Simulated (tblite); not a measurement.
Species: CH₄O₃S.
Structure used (GFN2-xTB), in Å, numbered top down from 1:
```
atom  x, y, z in Å
C1    -1.1194   -0.2358   -0.0723
S2     0.6713   -0.2917   -0.0346
O3     1.1500   -1.0443   -1.1437
O4     1.1394   -0.6106    1.2796
O5     1.0006    1.2725   -0.2736
H6    -1.4540    0.3285    0.7861
H7    -1.3996    0.2430   -0.9993
H8    -1.4839   -1.2532   -0.0376
H9     1.5092    1.5977    0.4702
```

Computed values, GFN2-xTB/tblite, gas phase, harmonic and unscaled. The method is semi-empirical: single wavenumbers can be off by several per cent or more. One conformer, not necessarily the lowest.

Harmonic wavenumbers (cm⁻¹): 116.9, 162.0, 272.6, 280.4, 383.9, 436.2, 478.0, 688.5, 752.0, 820.2, 850.0, 885.5, 1137.3, 1258.4, 1299.6, 1414.0, 1419.8, 3077.7, 3097.7, 3105.2, 3609.4.

A = 4877, B = 4557, C = 4364 MHz; mass 95.988 u (most abundant isotopes); point group C1, symmetry number 1.

Q: What is the zero-point energy?

A: ½Σν̃ = 12773 cm⁻¹ = 152.80 kJ/mol.

Q: What is S at 298.15 K and 1 bar for an ideal gas of classical rigid rotors and harmonic oscillators?

A: Translation 165.78, rotation 107.14, vibration 52.69: S = 325.6 J/(mol K).

Q: And Cp and H(298.15 K) − H(0)?

A: Cp = 98.17 J/(mol K), of which vibrations give 64.91 (their classical limit is 21 R = 174.6); H(298.15 K) − H(0) = 19.19 kJ/mol without the zero-point energy, 9.28 from vibrations.

Q: Which modes carry the vibrational entropy at 298.15 K?

A: 116.9 cm⁻¹: 13.18; 162.0 cm⁻¹: 10.57; 272.6 cm⁻¹: 6.61; 280.4 cm⁻¹: 6.41; 383.9 cm⁻¹: 4.28; 436.2 cm⁻¹: 3.51 J/(mol K); the other 15 give 8.13 together.

Q: What must be added to the electronic energy to get the Gibbs energy at 298.15 K and 1 bar?

A: ZPE + [H(298.15 K) − H(0)] − T·S = 152.80 + 19.19 − 97.08 = 74.91 kJ/mol.

Q: Blend soft modes into free rotors: weight 1/[1 + (100 cm⁻¹/ν̃)⁴] for the oscillator and the rest for a rotor with moment μB/(μ + B), μ = h/(8π²ν), B = 10⁻⁴⁴ kg m². What vibrational entropy results?

A: 52.01 J/(mol K) in place of 52.69, which changes −T·S at 298.15 K by +0.20 kJ/mol.

Hindered rotation and anharmonicity are outside this model. Other conformers, if any are populated, would add a mixing term that is left out. The structure is chiral; the term R ln 2 for an equal mix with its mirror image is left out.
